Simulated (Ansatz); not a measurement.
Cost and result for the atomization energy of C₃H₃FO (`OCC#CF`) (8 atoms, 7 bonds).

```xyz
8

O    -1.700    0.306    0.117
C    -0.595   -0.544    0.322
C     0.650   -0.028   -0.243
C     1.662    0.426   -0.690
F     2.739    0.902   -1.173
H    -1.466    1.183    0.436
H    -0.442   -0.752    1.389
H    -0.849   -1.492   -0.158
```

Charge 0, multiplicity 1. The structure was optimised at the PBE0-D4/def2-TZVP level. It is one conformer, not always the lowest. Program: Ansatz. All runs use 2 threads of an Arm Neoverse V2 on a shared host. Times are those of one run each, without the atoms' runs, and a repeat can differ threefold. Electronic energies, without spin–orbit coupling; frozen cores. CCSD(T)/CBS adds CCSD(T) − MP2 in def2-TZVPP to the MP2 limit, and its time is that of the two runs behind it. T1 = 0.012. B3LYP takes the VWN-RPA correlation (the form of Gaussian; ORCA's B3LYP/G). HSE06 is the plane-wave form, built on full-range PBE exchange.

CCSD(T)/CBS is a level of theory with its own doubt, some kJ/mol a heavy atom from the limit and from the frozen cores, so smaller differences don't rank the functionals.

```
                            level  functions  wall time  atomization (kJ/mol)  difference from CCSD(T)/CBS  per bond
           LDA (SPW92)/def2-TZVPP        197     0.95 s                3946.2                        642.4      91.8
             revPBE-D4/def2-TZVPP        197      1.6 s                3340.4                         36.6       5.2
               BLYP-D4/def2-TZVPP        197      1.6 s                3338.9                         35.1       5.0
              BHLYP-D4/def2-TZVPP        197      2.8 s                3138.5                       -165.3     -23.6
              HSE06-D4/def2-TZVPP        197      3.1 s                3344.6                         40.8       5.8
          CAM-B3LYP-D4/def2-TZVPP        197      3.3 s                3323.4                         19.6       2.8
B3LYP-D4/def2-TZVPP (with forces)        197      3.6 s                3304.6                          0.8       0.1
                 CCSD(T)/def2-SVP         85      4.2 s                3142.1                       -161.7     -23.1
                B2PLYP/def2-TZVPP        197      5.5 s                3282.4                        -21.4      -3.1
                B97M-V/def2-TZVPP        197      7.5 s                3303.0                         -0.8      -0.1
                   MP2/def2-QZVPP        375       19 s                3388.1                         84.3      12.0
               CCSD(T)/def2-TZVPP        197      100 s                3208.3                        -95.5     -13.7
                CCSD(T)/CBS(def2)          –      120 s                3303.8                          0.0       0.0
```

From PBE to PBE0 (25 % exact exchange), in def2-TZVPP and without D4, the atomization energy moves by −118.1 kJ/mol: exact exchange takes away binding that semilocal exchange gives to molecules. In def2-TZVPP, CCSD(T) changes the Hartree–Fock value by +957.3 kJ/mol (the triples alone add +71.6 kJ/mol) and MP2 by +1080.8 kJ/mol; breaking electron pairs costs correlation energy, which Hartree–Fock lacks. At CCSD(T), def2-SVP lies −161.7 kJ/mol from the extrapolated value and def2-TZVPP −95.6 kJ/mol: correlation converges slowly with the basis, and small sets miss more of it in the bonded molecule than in its fragments.
